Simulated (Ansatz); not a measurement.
**CHN⁺, quartet: from triple and quadruple zeta to the limit**

```tsv
atom	x (Å)	y (Å)	z (Å)
N	0.0000	-0.1237	0.5266
C	0.0000	0.0813	-0.7051
H	0.0000	0.7504	1.0848
```

Connectivity, by distances: NH–C.

Ansatz 0.2.0, UHF determinant, valence electrons correlated. Energies in eV.

```csv
set,X,functions,Hartree–Fock,MP2 correlation,CCSD(T) correlation,time
def2-TZVPP,3,76,-2513.0122,-6.0265,-7.0144,"27 s on 1 × NVIDIA H100 80GB HBM3 with 1 thread of AMD EPYC 7R13 Processor (Zen 3), with other jobs on the host"
def2-QZVPP,4,144,-2513.1194,-6.5024,-7.4429,"28 s on 1 × NVIDIA H100 80GB HBM3 with 1 thread of AMD EPYC 7R13 Processor (Zen 3), with other jobs on the host"
```

Hartree–Fock is taken to follow E(X) = E∞ + A·exp(−7.88·√X), correlation E(X) = E∞ + B·X^−2.97.

Cautions: another spin lies lower; strong correlation.

Work out the CCSD(T) energy at the limit, and how far the shortcut misses it that extrapolates MP2 and adds CCSD(T) minus MP2 from the smaller set.

Hartree–Fock: E∞ = E4 + 0.1377·(E4 − E3) = -2513.1342. Correlation: E∞ = E4 + 0.7407·(E4 − E3) = -7.7602 for CCSD(T) and -6.8549 for MP2. The limit is -2520.8944 eV, 0.332 eV below def2-QZVPP. The shortcut gives a correlation energy of -6.8549 + (-0.9879) = -7.8429, 83 meV lower than the direct value.
